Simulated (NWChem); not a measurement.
System: nitrogen trifluoride (NF$_{3}$); SMILES FN(F)F

Results from NWChem. All runs use the structure optimised with PBE0/def2-SVP. Level BLYP/def2-SVPD: energy and gradient; each run changes one setting, and changes count from the defaults (medium grid, exact Coulomb integrals, symmetry on).

Task: Which setting moves the energy most, and by about how much (tight SCF thresholds and tolerances; defaults; extra-fine grid; Coulomb fitting, Ahlrichs set; coarse grid)?

Result: Coulomb fitting, Ahlrichs set, by about 1000 μHa.
```csv
setting,size of the energy change (μHa),largest change of a gradient component (μHa/bohr)
defaults,< 10,< 30
extra-fine grid,< 10,< 30
tight SCF thresholds and tolerances,< 10,< 30
coarse grid,30,200
"Coulomb fitting, Ahlrichs set",1000,80
```
